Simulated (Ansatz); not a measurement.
Reaction (substitution at a C–C bond): `CCSCF` + H₂S → `FCSCS` + CH₄

Program: Ansatz. Geometries: PBE0-D4/def2-TZVP. ΔE: electronic, gas phase. CCSD(T)/CBS adds triple-zeta CCSD(T) − MP2 to the extrapolated MP2 energy (def2 sets, frozen cores). This one scheme is used for every species. DFT in def2-TZVPP. Each species was taken in one conformer, which may not be the lowest.

`CCSCF`:

Z-matrix (Å, degrees):
```
C
C 1 1.516
H 1 1.091 2 110.8
H 1 1.094 2 110.2 3 119.9
H 1 1.090 2 111.3 3 -119.9
S 2 1.809 1 114.8 3 57.0
H 2 1.093 1 110.9 3 -60.8
H 2 1.094 1 111.6 3 -179.7
C 6 1.777 2 101.3 1 73.7
F 9 1.383 6 114.0 2 -78.3
H 9 1.092 6 106.8 2 162.5
H 9 1.093 6 110.3 2 42.8
```

H₂S:

```xyz
3

S     0.613   -0.053   -0.071
H    -0.366    0.483   -0.815
H    -0.247   -0.430    0.886
```

`FCSCS`:

```xyz
10

F     0.092   -1.025    2.069
C     0.880   -0.212    1.280
S     0.954   -0.759   -0.410
C    -0.710   -0.317   -0.952
S    -1.138    1.436   -0.914
H     0.469    0.800    1.321
H     1.901   -0.232    1.665
H    -0.809   -0.716   -1.961
H    -1.446   -0.816   -0.321
H    -0.193    1.840   -1.777
```

CH₄:

Z-matrix (Å, degrees):
```
C
H 1 1.090
H 1 1.090 2 109.5
H 1 1.090 2 109.5 3 -120.0
H 1 1.090 2 109.5 3 120.0
```

```
             level  ΔE (kJ/mol)  difference from CCSD(T)/CBS
            PBE-D4         -2.7                         -6.2
         revPBE-D4         -4.1                         -7.6
            B97M-V          2.0                         -1.5
           PBE0-D4          1.1                         -2.4
        r2SCANh-D4          0.8                         -2.7
      CAM-B3LYP-D4          4.5                          1.0
           ωB97M-V          3.4                         -0.1
               PBE         -1.3                         -4.8
              BLYP         -0.4                         -3.9
            r2SCAN         -0.1                         -3.6
           r2SCAN0          2.6                         -0.9
         CAM-B3LYP          5.9                          2.4
           LC-ωPBE          5.3                          1.8
       HF/def2-SVP         17.9                         14.4
    MP2/def2-TZVPP          2.6                         -0.9
SCS-MP2/def2-QZVPP          2.9                         -0.6
       CCSD(T)/CBS          3.5                            0
```

Largest T1 diagnostic among the species: 0.012.

From PBE to PBE0 (25 % exact exchange), in def2-TZVPP and without D4, ΔE moves by +3.6 kJ/mol. At CCSD(T), def2-SVP lies +11.4 kJ/mol from the extrapolated value and def2-TZVPP +3.1 kJ/mol.

CCSD(T)/CBS has its own doubt, a few kJ/mol and more with outer-core shells, so smaller differences from it don't rank the levels.
